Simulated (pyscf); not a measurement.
## Substitution at N: F–Ge•(F)–F + ammonia (NH₃) → H₂N–Ge(F)(F)–F + H atom (H•)

Gas phase, doublet surface, charge 0. Bonds broken: N5–H6. Bonds formed: Ge2–N5. Single points on ωB97X-D3(BJ)/def2-SVP structures (PySCF, gas phase).

Transition state (Å):

```xyz
8

F     -0.1352     0.3318     2.0196
Ge    -1.0549    -0.2028     0.6697
F     -1.4252    -1.8660     0.9915
F     -2.5615     0.6233     0.7157
N     -0.1477     0.4960    -0.8612
H      0.2899     1.7935    -1.3750
H      0.7624     0.0273    -0.9278
H     -0.6708     0.2068    -1.6949
```

One imaginary mode, 1528i cm⁻¹; descent along it reached the two sides named, in the forms told below.

```tsv
bond	change	reactant side (Å)	saddle	product side
N5–H6	breaks	1.021	1.463	3.8
Ge2–N5	forms	2.307	1.912	1.780
```

Electronic energies relative to the separated reactants (eV):

```
level                   barrier  reaction energy  reverse barrier
----------------------  -------  ---------------  ---------------
ωB97X-D3(BJ)/def2-TZVP     1.26            +0.64             0.61
PBE/def2-TZVP              1.01            +0.97             0.04
r²SCAN/def2-TZVP           1.00            +0.84             0.17
B3LYP-D3(BJ)/def2-TZVP     1.14            +0.94             0.20
PBE0-D3(BJ)/def2-TZVP      1.08            +0.75             0.34
M06-2X/def2-TZVP           1.23            +0.61             0.62
ωB97M-D3(BJ)/def2-TZVP     1.34            +0.82             0.52
HF/def2-TZVP               1.76            +0.43             1.33
```

With ωB97M-D3(BJ)/def2-TZVP energies and thermal terms (ideal gas, 1 atm, RRHO with modes under 100 cm⁻¹ raised to 100, one conformer, R ln 2 for chiral ones without a mode under 150 cm⁻¹), in eV:

```tsv
T (K)	ΔH‡	ΔG‡	ΔH	ΔG
298	1.18	1.59	+0.62	+0.73
600	1.21	2.00	+0.70	+0.82
900	1.26	2.39	+0.77	+0.86
1200	1.31	2.76	+0.83	+0.88
```

On the reactant side the descent ends in an adduct with a Ge–N contact, 0.78 eV under the separated species and 2.04 eV under the saddle at ωB97X-D3(BJ)/def2-TZVP. What is counted as formed (Ge–N) is already present as a longer contact in the reactant adduct; forming that adduct is a step of its own. The same reactants have a lower exit, to F–GeH(F)–F + NH₂• (barrier +1.12 eV at ωB97M-D3(BJ)/def2-TZVP, against +1.34 eV here). This is the saddle that the search found; another between the same sides may lie lower. The angle at the attacked N is 138°. Elements up to Kr have no core potential and no relativistic terms here.
